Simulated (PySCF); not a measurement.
Input of a run (PBE0-D3(BJ)/def2-SVP geometry optimisation, gas phase (PySCF 2.14.0)), started from GFN2-xTB:
```
{"job": {"xc": "PBE0", "basis": "def2-SVP", "d3": "d3bj", "grid": 1, "shake": 0.01, "kind": "geom"}, "charge": 0, "multiplicity": 1}
C      1.767470    -0.163180     0.017990
C      0.549130    -0.047970    -0.000240
C     -0.918700     0.069520    -0.021580
F     -1.413480    -0.627220    -1.019880
F     -1.451750    -0.385880     1.113420
F     -1.302910     1.348170    -0.164230
H      2.804180    -0.222540     0.024590
```

Output (energies in Eh, forces in Eh/bohr):
```
step   0  E = -413.63906567  max force = 0.068276
step   1  E = -413.63866325  max force = 0.021439
step   2  E = -413.63979958  max force = 0.010869
step   3  E = -413.64090133  max force = 0.012943
step   4  E = -413.64117347  max force = 0.002865
step   5  E = -413.64120070  max force = 0.001305
step   6  E = -413.64120982  max force = 0.000671
step   7  E = -413.64121543  max force = 0.000788
step   8  E = -413.64122363  max force = 0.001827
step   9  E = -413.64123266  max force = 0.003708
step  10  E = -413.64125190  max force = 0.003248
step  11  E = -413.64129125  max force = 0.000828
step  12  E = -413.64129532  max force = 0.000471
step  13  E = -413.64129878  max force = 0.000876
step  14  E = -413.64129788  max force = 0.000683
step  15  E = -413.64129799  max force = 0.000466
step  16  E = -413.64129867  max force = 0.000430
optimisation converged
```

Q: Summarise the run.

A: The energy falls by 0.061 eV over 17 energy and gradient evaluations, the largest force component goes from 0.0683 to 4.3e-04 Eh/bohr, and the atoms move by 0.016 Å rms after alignment. The bond that changes most is C1–H7 (terminal alkyne carbon to alkyne hydrogen), which lengthens by 0.037 Å. Bonds longer at the end by more than 0.005 Å: 2 of 6; shorter: 2. The energy rose by more than 1e-6 Eh at step 1.

Q: What are the final bond lengths?

A: C1≡C2 1.207 Å, C2–C3 1.469 Å, C3–F4 1.331 Å, C3–F5 1.332 Å, C3–F6 1.331 Å, C1–H7 1.076 Å. Numbering counts from 1 in the input's order; the species is `C#CC(F)(F)F`.

The run used 89 basis functions and 111 SCF cycles in all. The run took 39 s of wall time on one thread, Arm Neoverse V1 (aarch64), no GPU, shared host, and the process peaked at 0.37 GiB of memory.

Whether it is a minimum is left open (no frequencies).
